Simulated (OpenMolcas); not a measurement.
# An input for quartet SiH3O

SiH3O: 5 atoms, total charge 0, spin state quartet. As SMILES of the parent species, `[O][SiH3]`. The shape is that of a GFN2-xTB optimisation. That shape belongs to the parent species and isn't relaxed for this state.

```xyz
5

O    -1.4166    0.2678    0.6902
Si   -0.0659    0.0078    0.0199
H    -0.1206   -0.2424   -1.4475
H     0.6859   -1.1593    0.5729
H     0.9172    1.1260    0.1645
```

Settings wanted:

| Setting | Value |
| --- | --- |
| method | HF |
| reference | ROHF |
| relativity | none |
| symmetry | none |
| basis set | STO-3G |
| task | energy |
| nucleus | point |

Give an OpenMolcas 26.06 job that does this.

One that was run (others would do as well):

geom.xyz:
```
5

O     -1.416610     0.267850     0.690210
Si    -0.065850     0.007840     0.019870
H     -0.120650    -0.242400    -1.447490
H      0.685890    -1.159260     0.572930
H      0.917210     1.125960     0.164480
```

step1.inp:
```
* H3OSi Hartree-Fock

&gateway
 baslib=$CurrDir
 coord=geom.xyz
 basis=STO-3G
 group=NoSym

&seward

&scf
 uhf
 spin=4
 prorbitals=1 1

&rasscf
 fileorb=$Project.UnaOrb
 spin=4
 nactel=3 0 0
 inactive=11
 ras2=3
 outorbitals=Canonical
 orblisting=Nothing
```

```bash
$ export MOLCAS_MEM=1860
$ pymolcas step1.inp > step1.log
```

(Basis files named in the input come from the Basis Set Exchange and aren't shown.)

Calculated total energy: -360.74596 Eh. Without diffuse functions such a state is poorly described.
